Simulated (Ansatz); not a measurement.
# H₃O (doublet): from Hartree-Fock to the top rungs at distance H1–H2 along a hydrogen transfer = 1.239 Å, cc-pVDZ

Aim: climb from Hartree-Fock through coupled cluster and multireference methods for H₃O (doublet) at one geometry and basis, and see what each rung misses.

Computed with Ansatz 0.2.0, Gaussian basis. Level: cc-pVDZ, core rule «outside noble gas», up to 1 orbitals frozen.

The runs, in order: UHF; CCSD(T) on ROHF; CCSD(T) on UHF; BCCD(T) on ROHF; CISD; CCSDT(Q) on ROHF; CCSDT(Q) on UHF; CCSDTQ on ROHF; CCSDTQ on UHF; CASSCF and MRCISD+Q, 3 electrons in 3 orbitals; CASSCF and NEVPT2, 3 electrons in 3 orbitals; CASSCF and MRCISD+Q, 9 electrons in 7 orbitals; CASSCF and NEVPT2, 9 electrons in 7 orbitals.

### Step 1. What is computed

The geometry derives from fragments relaxed apart (PBE0/def2-TZVP) and kept rigid, so it is no stationary point. A hydrogen atom is moved between rigid fragments.

4 atoms, charge 0, spin multiplicity 2.

Atoms are counted from 1 here; the program's logs count them from 0.

Bond lengths: H2–O3 0.990 Å, O3–H4 0.973 Å. Angles: H2–O3–H4 105.0°.

Coordinates:

```xyz
4
H3O
H    -2.07179    0.04980    0.00000
H    -0.83279    0.04980    0.00000
O     0.15721    0.04980    0.00000
H     0.40907   -0.89015    0.00000
```

### Step 2. UHF

Contents of in.yaml:

```yaml
crystal:
  periodic: [false, false, false]
  atoms:
    - {symbol: H, position_ang: [-2.071787, 0.049803, 0.000000]}
    - {symbol: H, position_ang: [-0.832787, 0.049803, 0.000000]}
    - {symbol: O, position_ang: [0.157213, 0.049803, 0.000000]}
    - {symbol: H, position_ang: [0.409072, -0.890147, 0.000000]}
basis:
  gaussian: {orbitals: cc-pVDZ}
magnetization: {spin_polarized: true, initial_magnetization: 1}
hamiltonian: {xc: hf}
output: {orbitals: {seedname: orbitals}}
```

Run with:

```sh
ansatz run in.yaml --threads 1 --pin off --events-out ev --progress --plain --max-ram 2816MiB --backend cpu
```

Further steps of the session: CCSD(T) on ROHF; CCSD(T) on UHF; BCCD(T) on ROHF; CISD; CCSDT(Q) on ROHF; CCSDT(Q) on UHF; CCSDTQ on ROHF; CCSDTQ on UHF; CASSCF and MRCISD+Q, 3 electrons in 3 orbitals; CASSCF and NEVPT2, 3 electrons in 3 orbitals; CASSCF and MRCISD+Q, 9 electrons in 7 orbitals; CASSCF and NEVPT2, 9 electrons in 7 orbitals.

**Question.** What will the summary of the whole plan be? Wanted: UCCSDTQ below the RHF energy; RMP2 from UCCSDTQ; UMP2 from UCCSDTQ; RCCSD from UCCSDTQ; RCCSD(T) from UCCSDTQ; UCCSD(T) from UCCSDTQ; RCCSDT(Q) from UCCSDTQ; UCCSDT(Q) from UCCSDTQ; NEVPT2 pair from UCCSDTQ.

As calculated:

```
                         quantity                                                                                         value
     UCCSDTQ below the RHF energy                                                                                    -6.0844 eV
                RMP2 from UCCSDTQ                                                                                +9.36 kcal/mol
                UMP2 from UCCSDTQ                                                                                +9.28 kcal/mol
               RCCSD from UCCSDTQ                                                                                +2.67 kcal/mol
            RCCSD(T) from UCCSDTQ                                                                                +0.46 kcal/mol
            UCCSD(T) from UCCSDTQ                                                                                +0.45 kcal/mol
           RCCSDT(Q) from UCCSDTQ                                                                                -0.02 kcal/mol
           UCCSDT(Q) from UCCSDTQ                                                                                -0.02 kcal/mol
         NEVPT2 pair from UCCSDTQ                                                                                +8.77 kcal/mol
      NEVPT2 valence from UCCSDTQ                                                                               +15.26 kcal/mol
    MRCISD+Q valence from UCCSDTQ                                                                                +0.45 kcal/mol
levels within 1 kcal/mol (43 meV)  RCCSD(T), UCCSD(T), BCCD(T), RCCSDT, UCCSDT, RCCSDT(Q), UCCSDT(Q), RCCSDTQ, MRCISD+Q valence
                    T1 diagnostic                                                                                         0.017
   effectively unpaired electrons                                                                                          1.01
```

In words: RCCSD(T) lands +0.46 kcal/mol from the yardstick (0.3 % of the correlation energy). One determinant dominates. Of the multireference levels listed MRCISD+Q valence comes nearest in total energy (+0.45 kcal/mol), which doesn't show that its space is the better one. These misses are within one basis, not against nature; the frozen cores of restricted and unrestricted runs differ, which can shift their rows.
